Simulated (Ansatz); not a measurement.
Reaction: C3H4 (SMILES C(#C)C) → C3H4+ (parent SMILES C#CC, doublet) + e-
Each species at its own B3LYP-D3(BJ)/def2-TZVP minimum (Ansatz, a program for electronic structure).

Total energies in hartree (Ansatz). Radicals and triplets start from unrestricted determinants; spin-orbit coupling is neglected. Cores are frozen in correlated methods. No relativity. The spin of C3H4+ (parent SMILES C#CC, doublet) was assumed, and the state is the lowest solution found for it.

```csv
species,HF/cc-pVTZ,CCSD(T)/cc-pVTZ,HF/cc-pVQZ,CCSD(T)/cc-pVQZ,CCSD(T)/cc-pVDZ,CCSDT(Q)/cc-pVDZ
"1: C3H4 (prop-1-yne, SMILES C#CC)",-115.90848,-116.43512,-115.91599,-116.46867,-116.31489,-116.31674
"2: C3H4+ (parent SMILES C#CC, doublet)",-115.57877,-116.05560,-115.58604,-116.08654,-115.94491,-115.94708
```

Q: Work out the adiabatic ionisation energy (electronic) in eV: take Hartree-Fock from cc-pVQZ, extrapolate the CCSD(T) correlation energy as X^-3 (X = 3, 4), and add CCSDT(Q) - CCSD(T) in cc-pVDZ. 1 hartree = 27.211 eV.

A: 
Species 1: correlation (64·(-0.55268) - 27·(-0.52664))/37 = -0.57168; step -0.00185; E1 = -115.91599 + (-0.57168) + (-0.00185) = -116.48952
Species 2: correlation (64·(-0.50050) - 27·(-0.47683))/37 = -0.51777; step -0.00217; E2 = -115.58604 + (-0.51777) + (-0.00217) = -116.10598
-1·E1 +1·E2 = 0.38354 hartree = 10.44 eV.
